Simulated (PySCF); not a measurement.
Reaction (SMILES): [C-]#[S+] (C-S) + 3 [H][H] (H2) → C (CH4) + S (H2S)
B3LYP-D3(BJ)/def2-TZVP geometries, fixed; electronic energies without zero-point terms.

Effect of the SCF energy threshold at PBE0/def2-TZVP with PySCF, against the last row, where the energy of full hydrogenation is -115.17 kcal/mol.

```json
[
 {"setting": "conv_tol: 1e-4", "SCF cycles, largest species": "4", "largest shift of a total energy (mEh)": "0.000", "shift of the energy of full hydrogenation (kcal/mol)": "0.000"},
 {"setting": "conv_tol: 1e-5", "SCF cycles, largest species": "4", "largest shift of a total energy (mEh)": "0.000", "shift of the energy of full hydrogenation (kcal/mol)": "0.000"},
 {"setting": "conv_tol: 1e-6", "SCF cycles, largest species": "4", "largest shift of a total energy (mEh)": "0.000", "shift of the energy of full hydrogenation (kcal/mol)": "0.000"},
 {"setting": "conv_tol: 1e-7", "SCF cycles, largest species": "5", "largest shift of a total energy (mEh)": "0.000", "shift of the energy of full hydrogenation (kcal/mol)": "0.000"},
 {"setting": "conv_tol: 1e-11", "SCF cycles, largest species": "7", "largest shift of a total energy (mEh)": "0.000", "shift of the energy of full hydrogenation (kcal/mol)": "0.000"}
]
```

Within 0.02 kcal/mol in the energy of full hydrogenation: conv_tol: 1e-4; conv_tol: 1e-5; conv_tol: 1e-6; conv_tol: 1e-7. The largest shift is 0.000 mEh in a total energy and 0.000 kcal/mol in the difference.
